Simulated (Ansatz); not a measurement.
Input file:

```yaml
crystal:
  periodic: [false, false, false]
  atoms:
    - {symbol: Al, position_ang: [-0.101503, 0.000000, 0.000000]}
    - {symbol: H, position_ang: [-0.894427, 1.373384, 0.000000]}
    - {symbol: H, position_ang: [-0.894427, -1.373384, 0.000000]}
    - {symbol: H, position_ang: [1.583497, 0.000000, 0.000000]}
    - {symbol: H, position_ang: [2.922497, 0.000000, 0.000000]}
basis:
  gaussian: {orbitals: cc-pVTZ}
magnetization: {spin_polarized: true, initial_magnetization: 1}
hamiltonian: {xc: {name: B2PLYP}}
correlation: {electrons: outside_noble_gas}
```

```sh
$ ansatz run in.yaml --threads 2 --pin off --events-out ev --progress --plain --max-ram 16896MiB --backend cuda --devices 0, --max-vram 18GiB
```

(1) Roughly how long does this take on 2 threads of AMD EPYC 7R13 with a shared H100 80 GB, shared host, and how much host memory?

```
516 factors; integrals over basis functions are off by at most 1.4e-3 eV
mean field evaluation 1: about -6653.8338 eV, gradient 6.2e0 eV
mean field evaluation 2: about -6653.8611 eV, gradient 6.3e0 eV
mean field evaluation 4: about -6654.3549 eV, gradient 8.8e-1 eV
mean field evaluation 8: about -6654.3736 eV, gradient 2.1e-2 eV
mean field evaluation 16: about -6654.3736 eV, gradient 1.2e-5 eV
mean field -6654.37363736 eV, -244.5437206766 hartree, gradient 5.0e-6 eV, S^2 0.760573; 0 other end points of the search recorded, 0 dependent functions left out
5 core orbitals not correlated: weight in the atoms' cores, before any rotation towards them, 1.000 or more for the frozen orbitals, at most 0.000 for the correlated occupied ones
reference -6654.37379256 eV, -244.5437263802 hartree; 4, 3 occupied and 81, 82 virtual orbitals, 516 factors
second order -3.41194598 eV of doubles, -0.00000000 eV of singles
Total energy: -6655.29501798 eV, -244.5775807898 hartree
```

## Answers

(1) 2.1 s wall and 0.81 GiB.
